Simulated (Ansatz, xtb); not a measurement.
## C2H5O−: 4 structures ranked

4 gas-phase structures of C2H5O−, found in a search over its isomers (lower ones may exist). Each was relaxed with GFN2-xTB:

A. `[CH2-]OC`, a singlet
B. `[CH2-]CO`, a singlet
C. `C[CH-]O`, a singlet
D. `CC[O-]`, a singlet

Which do you expect lowest at r2SCAN-D4/def2-SVPD, and how would the others follow?

Calculated order at r2SCAN-D4/def2-SVPD: D (0.000), B (1.212), C (1.785), A (2.192) eV.

Energies above the lowest of each column, in eV; the last columns are at PBE-D3(BJ)/def2-SVPD geometries and were run for some of them only (a dash: not run or not comparable):

```csv
structure,GFN2-xTB,HF/STO-3G,r2SCAN-D4/def2-SVPD,PBE-D3(BJ)/def2-SVPD,CCSD(T)/def2-SVPD + ΔMP2/def2-TZVPPD
D,0.000,0.000,0.000,0.000,0.000
B,1.856,0.397,1.212,1.098,0.956
C,1.860,0.346,1.785,1.736,1.527
A,2.008,0.389,2.192,–,–
```

Every level run on D puts it lowest or level with the lowest. Flexible structures stand in one conformer each, not always the lowest. Frequencies (PBE-D3(BJ)/def2-SVPD) were run for B, C, D alone. The ΔMP2 step shifts differences by up to 0.143 eV, which makes them less sure. ΔMP2 is the change of the MP2 energy from the smaller to the larger basis.

Over these structures GFN2-xTB departs from r2SCAN-D4/def2-SVPD by 0.255 eV on average once a common shift is removed. A GFN2-xTB relaxation took about 0.04 s and the r2SCAN-D4/def2-SVPD energy about 1.1 s on a shared host (Ansatz 0.2.0, xtb 6.7.1).
